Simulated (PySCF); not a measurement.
Gas-phase reaction: 4 BOCl → 2 B2O + O2 + 4 Cl

Energies from PySCF, thermal terms from the rigid-rotor harmonic-oscillator model, ideal gas at 1 bar. 'Table' is the NASA 1993 thermochemical table (part measured, part estimated). After a fit of one offset per element over all species, the range-separated, M06-2X, PBE0/def2-QZVP and CCSD(T)/def2-TZVPP enthalpies, where run, lie to one side of the table for BOCl (-56 kJ/mol), B2O (+77 kJ/mol): a fault of the table's entry, another state or a shared error of the levels is possible; this was not checked at source. S°(298 K) at PBE0/def2-TZVP differs from the NASA 1993 table for B2O (+19 J/mol/K); whether the harmonic model or the table's entry is off was not settled. † marks an energy on the PBE0/def2-TZVP geometry and frequencies. MP2 freezes the core. Open shells (unrestricted): O2 (multiplicity 3), Cl (multiplicity 2, electronic degeneracy 6); the rest are closed-shell singlets. Spin-orbit splitting is ignored; it lowers the true energy and changes the entropy of Cl. B3LYP is the form with VWN-RPA correlation. For this reaction the table lies outside the span of B3LYP, CCSD(T), M06-2X, MP2, PBE0, r2SCAN, ωB97M-V, ωB97X-V in their largest bases here; which side is off was not settled. MP2 isn't extrapolated to the basis-set limit; its ΔH°(298 K) is 2439.5 kJ in def2-SVP and 2454.9 kJ in def2-TZVPP. The harmonic model lacks anharmonicity and excited electronic states, which grow with temperature; levels with a mode under 35 cm⁻¹ are left out. Strong static correlation: B2O. Soft modes under 120 cm⁻¹ make the harmonic entropy rough for B2O. The table's entry may be an old estimate for BOCl, B2O (not checked at source).

ΔH° and ΔS° at 298 K: table 1943 kJ, 372 J/K; B3LYP/def2-TZVP† 2281 kJ, 426 J/K; MP2/def2-SVP† 2440 kJ, 426 J/K; PBE0/def2-QZVP† 2337 kJ, 426 J/K; LDA/def2-TZVP† 2644 kJ, 426 J/K.

**Question.** With the heat capacities included, give log10 K at 500, 600, 1400, 1600, 2500 K for each.

**Answer.** 
| T (K) | table | B3LYP/def2-TZVP† | MP2/def2-SVP† | PBE0/def2-QZVP† | LDA/def2-TZVP† |
|---|---|---|---|---|---|
| 500 | -183.5 | -215.9 | -232.5 | -221.7 | -253.8 |
| 600 | -149.6 | -176.1 | -189.9 | -181.0 | -207.7 |
| 1400 | -52.9 | -62.3 | -68.2 | -64.3 | -75.8 |
| 1600 | -43.8 | -51.6 | -56.8 | -53.4 | -63.4 |
| 2500 | -21.0 | -24.6 | -28.0 | -25.8 | -32.2 |
Ten kJ in ΔG° is worth 1.04 decades in K at 500 K and 0.21 at 2500 K. Holding ΔH° and ΔS° at their 298 K values would give -21.2 (table), -25.4 (B3LYP/def2-TZVP†), -28.7 (MP2/def2-SVP†) at 2500 K.
